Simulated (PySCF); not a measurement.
Spectrum to structure. Method: PySCF 2.14.0, density-fitted response routines, TDDFT wB97X-D/def2-SVPD, vertical, gas phase, core orbitals frozen in the response. Geometries: GFN2-xTB, one conformer each.

```csv
state,E (eV),f,"main configurations (H = HOMO, L = LUMO)"
S1,5.71,0.0005,"H-1→L (88%), H→L+1 (9%)"
S2,6.05,0.0001,"H→L+1 (86%), H-1→L (10%)"
S3,6.52,0.388,H→L (89%)
S4,6.86,0.0000,H-2→L (91%)
S5,7.41,0.0015,"H→L+3 (35%), H→L+2 (34%), H→L+4 (18%)"
S6,7.90,0.414,H-1→L+1 (85%)
S7,7.92,0.0023,"H→L+2 (54%), H→L+4 (31%)"
S8,8.24,0.048,H-1→L+2 (92%)
```

Triplets computed (Tamm–Dancoff): 4.11, 4.99, 5.38 eV.

**Question.** Which candidate is it? All have the formula C4H3N.
A. `C(C=C=C)#N`
B. `C#C[C@@H]1C=N1`
C. `CC#CC#N`
D. `C#CCC#N`

**Answer.** A. Its S1 lies at 5.71 eV; the nearest of the others has S1 at 5.23 eV. S1 is HOMO-1→LUMO (88%), HOMO→LUMO+1 (9%). Löwdin shares by element: HOMO carbon 64% or more, nitrogen 23%; LUMO carbon 64% or more, nitrogen 14% (atoms not listed hold the other 22%). At the same level the other candidates give, for their lowest levels:
- `CC#CC#N`: 5.23 eV (f 0.000); 5.46 eV (f 0.001 summed over 2 states); 7.87 eV (f 0.015 summed over 2 states); 7.94 eV (f 0.000); 8.28 eV (f 0.001 summed over 2 states); T1 4.32 eV; HOMO -10.20, LUMO 0.66 eV
- `C#C[C@@H]1C=N1`: 4.88 eV (f 0.006); 6.18 eV (f 0.013); 6.40 eV (f 0.005); 6.69 eV (f 0.028); 7.11 eV (f 0.027); T1 4.28 eV; HOMO -9.21, LUMO 0.88 eV
- `C#CCC#N`: 6.73 eV (f 0.000); 7.01 eV (f 0.002); 7.05 eV (f 0.001); 7.90 eV (f 0.004); 8.02 eV (f 0.032); T1 5.60 eV; HOMO -10.48, LUMO 1.80 eV
